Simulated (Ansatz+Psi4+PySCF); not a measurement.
Values are calculated unless marked as measured or tabulated.
This PySCF input gave a total energy of -621.81944 hartree.

```python
from pyscf import gto, scf, mp

# the (T+d) and (D+d) sets load through basis_set_exchange
mol = gto.M(atom="""
Na 0.000000 0.000000 -1.451660
Cl 0.000000 0.000000 3.330280
""", basis={'Cl': 'cc-pv(t+d)z', 'Na': 'cc-pcvtz'}, charge=0, spin=0)
mf = scf.RHF(mol)
mf.kernel()
pt = mp.MP2(mf, frozen=6).run()
print(mf.e_tot, pt.e_corr, pt.e_tot)
```

Task: Write an input for Psi4 with the same method and basis set.

Result:

```
molecule {
0 1
Na 0.000000 0.000000 -1.451660
Cl 0.000000 0.000000 3.330280
}

basis {
assign Cl cc-pV(T+d)Z
assign Na cc-pCVTZ
}
set reference rhf
set scf_type pk
set mp2_type conv
set cc_type conv
set num_frozen_docc 6
energy('mp2')
```

Psi4 1.11 gave -621.81944 hartree, 0.00 meV from the first.
